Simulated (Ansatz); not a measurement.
## hcp against bcc along group 11 and 12

Computed with DFT, LDA (PW92), plane waves (420 eV) with PAW, scalar-relativistic in Ansatz 0.2.0. (PAW data from PBE, frozen cores regenerated.)

Each structure is relaxed within its symmetry, in the lowest magnetic state of the tried starts. Differences under about 8 meV lie within the error of the k-point mesh.

| element | E(hcp) − E(bcc) (meV/atom) | V(hcp) (Å³/atom) | V(bcc) (Å³/atom) | state of hcp | state of bcc |
| --- | --- | --- | --- | --- | --- |
| Cu | -32 | 10.90 | 10.93 | spin not included | spin not included |
| Ag | -28 | 16.06 | 16.12 | spin not included | spin not included |
| Au | -17 | 16.58 | 16.59 | spin not included | spin not included |
| Zn | -102 | 13.56 | 13.67 | spin not included | spin not included |
| Cd | -85 | 20.28 | 20.32 | spin not included | spin not included |
| Hg | 10 | 22.19 | 22.45 | spin not included | spin not included |
